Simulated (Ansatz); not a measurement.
System: C3H5 (charge -1, singlet). It need not be the lowest isomer of its formula. Whether it binds its extra electron was not tested at this geometry. 
Coordinates optimised at B3LYP-D3(BJ)/def2-TZVP (Ansatz, a program for electronic structure):
SMILES: [C-](=C)C
```xyz
8

C      1.2258     0.1731     0.0089
C     -0.0311     0.6439    -0.0092
H      1.4781    -0.9136     0.0264
H      2.1064     0.8231     0.0081
C     -1.0916    -0.4392    -0.0040
H     -0.6973    -1.4882     0.0142
H     -1.7609    -0.3317     0.8619
H     -1.7448    -0.3560    -0.8848
```
Charge -1, spin multiplicity 1.

Basis-set convergence of Hartree-Fock and MP2 correlation energies (hartree) with Ansatz. Cores are frozen in the correlated levels unless marked. No spin-orbit coupling. No relativistic terms.

| basis | functions | E(HF) | E(corr, MP2) |
|---|---|---|---|
| aug-cc-pVDZ | 114 | -116.41661 | -0.44892 |
| aug-cc-pVTZ | 253 | ___ | ___ |

Fill in the missing entries.


- aug-cc-pVTZ, E(HF): -116.44423
- aug-cc-pVTZ, E(corr, MP2): -0.53248
